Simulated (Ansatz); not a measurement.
A calculation with Ansatz (development build ahead of 0.2.0).

```yaml
crystal:
  periodic: [false, false, false]
  atoms:
    - { symbol: S, position_ang: [0.0, 0.0, 0.0] }
    - { symbol: S, position_ang: [0.0, 0.0, 1.65] }
basis:
  gaussian: { orbitals: cc-pVTZ }
total_charge: 1
magnetization:
  spin_polarized: true
  initial_magnetization: 1
hamiltonian:
  xc: hf
correlation:
  method: ccsd_t
  frozen_orbitals: { S: 5 }
```

The input is written out in the form of the current development build from the run's settings.

Output:

- Converged: yes
- Reference energy: -794.73369 hartree
- CCSD correlation energy: -0.32436 hartree
- Triples correction: -0.01796 hartree
- Total energy: -795.07601 hartree
- Spin squared of the determinant: 0.776
